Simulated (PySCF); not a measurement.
# Level of theory and adiabatic energies of losing or gaining an electron: 1,2-propadienyl anion

Structure: `[CH-]=C=C` ([C3H3]-).

All levels share the PBE0-D3(BJ)/ma-def2-SVP structures and the PBE0-D3(BJ)/ma-def2-SVP thermal terms; only the single-point energies (PySCF) change. Values are adiabatic energies of losing or gaining an electron (0 K, eV).

```tsv
level	detachment energy to the radical	abs. error
PBE0-D3(BJ)/def2-SV(P)	0.44	0.48
PBE0-D3(BJ)/pcseg-1	0.67	0.25
PBE0-D3(BJ)/def2-TZVPP	0.74	0.18
PBE0-D3(BJ)/def2-SVPD	0.76	0.16
LC-ωPBE/ma-def2-TZVP	0.77	0.15
r2SCAN-D3(BJ)/ma-def2-TZVP (grid 3)	0.80	0.12
PBE0-D3(BJ)/def2-TZVPD	0.80	0.11
TPSSh-D3(BJ)/ma-def2-TZVP (grid 3)	0.81	0.11
PBE0-D3(BJ)/ma-def2-TZVP	0.84	0.08
B97-2/ma-def2-TZVP	0.85	0.07
PBE0-D3(BJ)/aug-cc-pVTZ	0.85	0.07
PBE0-D3(BJ)/ma-def2-SVP	0.85	0.06
M06/ma-def2-TZVP (grid 3)	0.87	0.05
CAM-B3LYP-D3(BJ)/ma-def2-TZVP	0.88	0.04
OPBE/ma-def2-TZVP	0.90	0.02
B3LYP-D3(BJ)/ma-def2-TZVP	0.95	0.03
PBE-D3(BJ)/ma-def2-TZVP	0.99	0.07
ATcT 1.112	0.92
```

The spread: 0.55 eV, from 0.44 to 0.99.
